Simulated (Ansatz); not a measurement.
## Lanthanum, dhcp: convergence with Fermi-Dirac smearing

Computed with Ansatz, r²SCAN, scalar-relativistic PAW, on the relaxed cell (a = 3.787 Å, c = 12.062 Å (c/a = 3.185); spin not included). Errors count from a run at 500 eV on a Γ-centred 13×13×4 mesh with Fermi-Dirac smearing of 0.1 eV, extrapolated to zero width. Fixed here: cutoff 500 eV, mesh 10×10×3. The SCF starts from atomic densities corrected by a trained network.

| width (eV) | E(σ→0) error (meV/atom) | F error (meV/atom) | P (GPa) | SCF iterations |
| --- | --- | --- | --- | --- |
| 0.01 | -1.5 | -1.8 | 0.03 | 7 |
| 0.03 | -1.6 | -3.7 | 0.01 | 7 |
| 0.1 | -1.1 | -25.6 | 0.01 | 8 |
| 0.2 | 0.3 | -100.3 | 0.25 | 8 |
| 0.3 | 7.5 | -228.9 | 0.76 | 7 |
| 0.6 | 36.8 | -979.4 | 3.44 | 8 |

What does the run at 1.0 give (width)?

E(σ→0) error (meV/atom): -149.8; F error (meV/atom): -2706.5; P (GPa): 7.18; SCF iterations: 9.
